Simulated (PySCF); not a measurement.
Computed with PySCF 2.14.0 with ωB97X-D3(BJ)/def2-TZVP // PBE0-D3(BJ)/def2-TZVP. Isolated molecules, 0 K electronic values unless said otherwise. Delta-SCF ions had no search for a lower state. 

Reference species (SMILES): `[SiH4]` (neutral, multiplicity 1).

The HOMO is -12.45 eV and the HOMO–LUMO gap comes out as 15.46 eV. The vertical ionisation energy (Delta-SCF) is 12.85 eV.

After one change: the HOMO increases by 1.16 eV; the HOMO–LUMO gap falls by 2.18 eV; the vertical ionisation energy (Delta-SCF) drops by 1.27 eV.

Q: Name the change that produced these shifts. The new species is one of these.
A. `O[SiH3]`
B. `O[SiH](O)O`
C. `O[Si](O)(O)O`
D. `O[SiH2]O` (H–O–Si–O torsion 66°, O–Si–O–H torsion 66°)

A: A, `O[SiH3]`
